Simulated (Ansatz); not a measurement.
**C (model structure, started from the fcc type, Fm-3m, No. 225, 1 atom in the cell)**

Computed with r²SCAN (PAW; Ansatz, a first-principles code).

Numerical settings: plane-wave cutoff 500 eV, 22×22×22 k mesh, Fermi–Dirac smearing 0.05 eV, scalar-relativistic PAW data made under PBE.

Cell (relaxed at this level):

```
C
1.0
    0.00000     1.54848     1.54848
    1.54848     0.00000     1.54848
    1.54848     1.54848     0.00000
C
1
Direct
  0.00000   0.00000   0.00000
```

- band gap: none

Note: the relaxation could raise the start's symmetry but not lower it, so the cell can be a saddle point.

It cost about 17 core-seconds (a rough figure) of CPU time.

A model structure was made by putting elements into a prototype or built by hand; it is no filed structure, need not be a known phase, and can be a saddle point held by its symmetry.
